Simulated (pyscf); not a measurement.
**Routes from Cl–CH(Cl)–Cl + H atom (H•)**

Candidate steps break at most two bonds and form at most two. Each was searched with GFN2-xTB (tblite) first. Single points on ωB97X-D3(BJ)/def2-SVP structures (PySCF, gas phase). MP2 and CC: frozen core, UHF for open shells. ΔMP2 is the change of the MP2 total energy from the triple- to the quadruple-zeta basis. Energies: CCSD(T)/def2-TZVPP + ΔMP2(QZVPP), eV, from the separated reactants, doublet surface; ΔG‡ with ideal gas, 1 atm, RRHO with modes under 100 cm⁻¹ raised to 100, one conformer, R ln 2 for chiral ones without a mode under 150 cm⁻¹.

| products | type | ΔE‡ | ΔE | ΔG‡ 298 K | ΔG‡ 900 K | ν‡ (cm⁻¹) |
|---|---|---|---|---|---|---|
| HCl + Cl–CH•–Cl | atom transfer | 0.34 | -1.34 | 0.56 | 1.05 | 1183i |
| Cl–CH₂–Cl + Cl• | substitution at C | 1.44 | -1.19 | 1.73 | 2.32 | 1603i |

Row 2: On the product side the descent ends in what is likely a three-electron adduct, which functionals tend to overbind, 0.22 eV under the separated species and 2.81 eV under the saddle at ωB97X-D3(BJ)/def2-TZVP. 

Plain bond fissions and candidates not yet searched are not listed, and one of them may be faster. Each barrier is that of the saddle found; lower ones may exist. The CCSD(T) − MP2 part came from Ansatz, without density fitting, on the same reference. A UHF reference is spin-contaminated (<S²> up to 0.86), which harms MP2 most. Left out: orbital degeneracy and the spin-orbit lowering of Cl.
